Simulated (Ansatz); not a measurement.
Run this with the Python package of Ansatz (0.2.0) and show what comes out.

Input file `alclh2o.xyz`:
```text
5

O    -1.03020    0.04510   -0.96270
Al    0.43060    0.09770    0.06210
Cl    1.30570   -1.80630    0.70300
H    -1.75070    0.10880   -0.32710
H     1.09440    1.48100    0.48330
```

`run_relaxed_scan.py`
```python
import warnings

import ansatz as az
import numpy as np

warnings.simplefilter("ignore", az.DeckWarning)

mol = az.Crystal.molecule_from_extxyz("alclh2o.xyz")

calculation = (
    mol.calculation()
    .basis(gaussian="def2-SVP")
    .functional("PBE")
)
symbols = [site.symbol for site in mol.cartesian_sites]
pairs = [(0, 1), (0, 3), (1, 2), (1, 4)]
print("held (A)   E (eV)        ", "  ".join(f"{symbols[i]}{i}-{symbols[j]}{j}" for i, j in pairs))
for length in [2.02, 2.19, 2.37, 2.63, 2.96]:
    report = calculation.relax(constraints=[az.DistanceConstraint((1, 2), at=length)], force_tolerance=0.02, max_steps=60).run(threads=1, pin="off").report
    xyz = np.array(report["positions_ang"])
    print(f"{length:6.2f} {report['free_energy_ev']:14.5f}  ", "  ".join(f"{np.linalg.norm(xyz[i] - xyz[j]):.3f}" for i, j in pairs))
```

```console
$ python run_relaxed_scan.py
held (A)   E (eV)         O0-Al1  O0-H3  Al1-Cl2  Al1-H4
  2.02   -21183.38905   1.714  0.970  2.020  1.587
  2.19   -21183.48377   1.708  0.970  2.190  1.577
  2.37   -21183.16763   1.705  0.971  2.370  1.575
  2.63   -21182.45984   1.701  0.971  2.630  1.574
  2.96   -21181.51861   1.695  0.971  2.960  1.574
```

What to keep in mind:
- Total energies depend on the basis set; only differences at equal settings carry meaning.
- The energies are electronic: no zero-point or thermal terms, and the basis set is short of its limit.
- The script silences the warnings on its input, which a real study should read.
- Finished in 65 s on 1 thread of Arm Neoverse V2, with other jobs on the host, peak memory 0.2 GiB.
